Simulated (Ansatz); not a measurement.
## Ru, hcp: geometry optimisation

The calculation used DFT, r2SCAN, plane waves (500 eV) with PAW, scalar-relativistic in Ansatz 0.2.0. (PAW data from PBE, frozen cores regenerated.)

k-point mesh 13×13×8, Fermi-Dirac smearing 0.05 eV, starting moments 1.00 ×2 μB. Cell and atoms relax.

Starting structure:

```
Ru
1.0
     2.70389    0.00000    0.00000
    -1.35194    2.34164    0.00000
     0.00000    0.00000    4.28168
Ru
2
Direct
  0.33333 0.66667 0.25000
  0.66667 0.33333 0.75000
```

Problem. The pressure at the start is -1.6 GPa. By how much does the volume change?

Solution. From 13.55 to 13.49 Å³ per atom, -0.5 %. The final cell has a = 2.706 Å, c = 4.255 Å (c/a = 1.572).

Problem. How much energy does the relaxation gain?

Solution. 1.1 meV per atom.

Path of the relaxation (the plane waves are chosen anew near the end, which can shift the energy a little):

```
step  E − E(final) (meV/atom)  V (Å³/atom)  P (GPa)  max force (eV/Å)
   0                     1.06       13.555    -1.61             0.000
   1                     0.78       13.432     1.68             0.000
   2                    -0.04       13.496    -0.06             0.000
   3                    -0.04       13.493     0.00             0.000
   4                     0.00       13.493     0.00             0.000
```

Problem. Which magnetic state does it end in?

Solution. non-magnetic.
